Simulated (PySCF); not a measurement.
Method: PBE-D3(BJ)/def2-TZVP // PBE0-D4/def2-TZVP run with PySCF 2.14.0. All species are isolated molecules in the gas phase. Delta-SCF ions had no search for a lower state. Excitations are Tamm–Dancoff values on a coarser integration grid. The basis has no diffuse functions, so Rydberg states are missing or too high.

Reference species (SMILES): `ClB(Cl)Cl` (neutral, multiplicity 1).

```
Quantity                                   Value
--------------------------------------  --------
LUMO                                    -2.61 eV
vertical ionisation energy (Delta-SCF)  10.77 eV
S1 excitation (TDA)                      5.12 eV
HOMO                                    -7.65 eV
```

Changed species: `B(Cl)(Cl)Br` (1 of 3 Cl replaced by Br; the reference has 0 of 3 Cl replaced by Br).

Q: What does the change do to the LUMO, vertical ionisation energy (Delta-SCF), S1 excitation (TDA) and HOMO?

A: the LUMO falls by 0.11 eV, to -2.72 eV; the vertical ionisation energy (Delta-SCF) falls by 0.39 eV, to 10.38 eV; the S1 excitation (TDA) falls by 0.45 eV, to 4.67 eV; the HOMO goes up by 0.34 eV, to -7.31 eV.
